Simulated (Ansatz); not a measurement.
One arrangement of a pair

The pair of HF (SMILES F, atoms 1–2) and CH3Cl (SMILES CCl, atoms 3–7), both closed shells, in one local arrangement (a lower one may exist), relaxed at PBE0-D4/def2-TZVP:

F1  (-0.243, -0.395, -2.402)
H2  (0.446, -0.179, -1.813)
C3  (-0.177, 0.099, 0.914)
Cl4  (1.394, 0.277, 0.091)
H5  (-0.079, -0.688, 1.657)
H6  (-0.922, -0.164, 0.167)
H7  (-0.419, 1.048, 1.385)
(Å)

Program: Ansatz 0.2.0. Basis: def2-TZVPPD, with def2-QZVPPD for the basis limit. Cores are frozen in the correlated methods. B3LYP uses VWN-RPA correlation. Extrapolation: Hartree–Fock as exp(−7.88 √X), correlation as X^−2.97. Interaction energies count from these two fragments, frozen as in the pair, with the counterpoise correction; negative means bound.

**Question.** What is the interaction energy by CCSD(T) at an estimated basis limit (MP2 extrapolated from triple and quadruple zeta, plus CCSD(T) − MP2 in triple zeta)? (To be estimated.)

**Answer.** Computed: -4.72 kcal/mol. Hartree–Fock alone gives -2.51 kcal/mol at the basis limit. It counts from the two fragments frozen as in the pair.

The same quantity by other methods in triple zeta, and each one's difference from that estimate:
```
   method  E_int (kcal/mol)  difference
   PBE-D4             -5.58       -0.86
revPBE-D4             -4.61        0.11
  BLYP-D4             -4.86       -0.14
r2SCAN-D4             -5.59       -0.87
   B97M-V             -5.09       -0.37
  PBE0-D4             -5.33       -0.61
 B3LYP-D4             -5.03       -0.31
 HSE06-D4             -5.32       -0.60
  wB97X-V             -4.99       -0.28
  wB97M-V             -4.95       -0.23
   B2PLYP             -4.30        0.42
       HF             -2.49        2.23
      MP2             -4.27        0.45
     CCSD             -3.83        0.89
  CCSD(T)             -4.17        0.55
```
Differences are method less estimate.

**Question.** Which atoms make the shortest contact between the fragments?

**Answer.** H2 and Cl4, 2.17 Å apart.

Basis-set superposition shift (counterpoise-corrected less uncorrected): CCSD(T) 0.64; MP2 0.61; HF 0.05; PBE0-D4 0.06; wB97M-V 0.06 kcal/mol.

The T1 diagnostic stays at or below 0.011.

For scale, one of the runs: CCSD(T)/def2-TZVPPD, 196 basis functions (an equivalent command: `ansatz run in.yaml --threads 2`). Hardware: 2 CPU threads, shared host. Wall time 59 s; peak host memory 2.3 GiB.
